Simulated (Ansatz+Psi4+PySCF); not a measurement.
Two shapes of doublet HN2O.

Shape 1:

```xyz
4

H    -0.2989   -1.9383    0.0049
O    -0.8688   -0.6168    0.0043
N     0.0030    0.2616    0.0084
N     1.0351    0.7333   -0.0046
```

Shape 2:

```xyz
4

H    -0.2758   -1.9188   -0.0021
O    -0.8689   -0.6254   -0.0287
N    -0.0121    0.2327    0.0127
N     1.0225    0.7045   -0.0164
```

Basis set: cc-pVTZ (spherical functions). Frozen core: 3 orbitals. Correlation on ROHF uses semicanonical orbitals with singles. Charge 0, multiplicity 2.

Computed with Ansatz (development build ahead of 0.2.0) and Psi4 1.11; each method stands on the lowest determinant of its kind that the runs found.

(1) Which shape is lower in energy, and by how much in each method?

Results:

(1)

| method | E(2) − E(1) (eV) |
| --- | --- |
| ROHF | 0.003 |
| UHF | -0.004 |
| ROHF-MP2 | -0.020 |
| UHF-MP2 | 0.016 |

The methods disagree on the order. Caution for UHF, UHF-MP2: the unrestricted determinant is spin contaminated. Caution for ROHF-MP2: large share of triples, a single reference is doubtful. Caution for UHF-MP2: large amplitudes, a single reference is doubtful.
